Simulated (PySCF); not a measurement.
Dipole moment and polarisability of `[AlH2][NH][SiH3]`

Compound: AlH6NSi.
Geometry (PBE0-D3(BJ)/def2-SVP, Å), atoms numbered from 1 in this order:
```xyz
9
AlH6NSi angstrom
Al     1.903   -0.110    0.043
N      0.212    0.004    0.620
Si    -1.272    0.067   -0.292
H      3.048   -0.128    1.140
H      2.152   -0.186   -1.520
H      0.080    0.051    1.630
H     -2.203   -1.052    0.065
H     -2.023    1.345   -0.075
H     -0.915   -0.042   -1.738
```

Level: CAM-B3LYP/def2-SVPD (PySCF), static field, nuclei fixed, core orbitals frozen in the response. The polarisability tensor in these axes (au):

```
x   76.41 -1.18  1.84
y   -1.18 55.58  0.10
z    1.84  0.10 61.19
```

**Question.** Diagonalise the tensor; give its mean and Δα, where Δα² is half the sum of the squared differences of the eigenvalues.

**Answer.** Principal values 55.51, 60.98 and 76.69 au; mean 64.39 au = 9.54 Å³ = 10.62 × 10⁻⁴⁰ C²·m²/J; Δα = 19.05 au (30 % of the mean).

**Question.** What is the dipole moment, and where does it point?

**Answer.** (0.04, 0.03, 0.85) D, 0.85 D in size, pointing from the negative to the positive side. Measured along this direction, the outermost atoms are H9 at the negative end and H6 at the positive end.

**Question.** Refractivity n − 1 of an ideal gas of it at 350 K and 1 atm, from the electronic α?

**Answer.** N = p/kT = 2.0968 × 10¹⁹ cm⁻³, so n − 1 = 2π × N × 9.54 × 10⁻²⁴ cm³ = 1257 × 10⁻⁶ at long wavelengths.

**Question.** Molar refractivity from α?

**Answer.** Lorentz–Lorenz: R = (4π/3)N_A α = 2.5225 cm³/(mol·Å³) × 9.54 Å³ = 24.1 cm³/mol, in the limit of long wavelengths.

**Question.** Along which axes do the principal values lie, and how far do the nuclei extend along each?

**Answer.** Largest value along (0.99, -0.05, 0.12), where the nuclei span 5.28 Å; middle along (-0.12, 0.04, 0.99), 3.38 Å; least along (0.06, 1.00, -0.04), 2.41 Å. The response follows the extents in order.

**Question.** Find the Langevin capture rate constant for NO+ (29.998 u) meeting this molecule (75.008 u), k = 2.342 × 10⁻⁹ cm³/s × √(α in Å³ / reduced mass in u).

**Answer.** The reduced mass is 21.43 u, so k = 1.56 × 10⁻⁹ cm³/s. The formula leaves out the permanent dipole, which adds to the capture rate.

**Question.** What depolarisation ratio follows for Rayleigh scattering of linearly polarised light, taking the static tensor?

**Answer.** ρ = 3Δα²/(45ᾱ² + 4Δα²) = 1088.5/(186588 + 1451.3) = 0.00579.

Isolated species at its PBE0-D3(BJ)/def2-SVP geometry, gas phase.

These values come from a run that also computed excited states and ΔSCF ions. The run took 32 s of wall time on an x86-64 server with one thread, shared host.
